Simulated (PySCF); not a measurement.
Working out the ionisation energy of P

P [Ne] 3s2 3p3 (4S) → P⁺ [Ne] 3s2 3p2 (3P). Calculation: PySCF 2.14, in cc-pV(T+d)Z (5s4p3d1f, 39 functions); no relativity, point nucleus. Frozen: [Ne]. Energies in hartree (1 hartree = 27.21139 eV):

| part | P (lower) | P⁺ (upper) |
| --- | --- | --- |
| UHF | -340.716306 | -340.352037 |
| CCSD correlation | -0.101402 | -0.082893 |
| (T) | -0.003865 | -0.002337 |

Q: What does Hartree-Fock give?

A: (-340.352037) − (-340.716306) = 0.364269 hartree = 9.912 eV.

Q: What do CCSD and CCSD(T) give?

A: The CCSD correlation energies differ by 0.018509 hartree = 0.504 eV and the triples by 0.001528 hartree = 0.042 eV, so CCSD gives 10.416 eV and CCSD(T) 10.458 eV.

Measured between the centres of the two terms (NIST): 10.526 eV, so CCSD(T) (valence) is off by -0.068 eV.

What remains against the reference includes basis incompleteness, the frozen core and higher excitations.
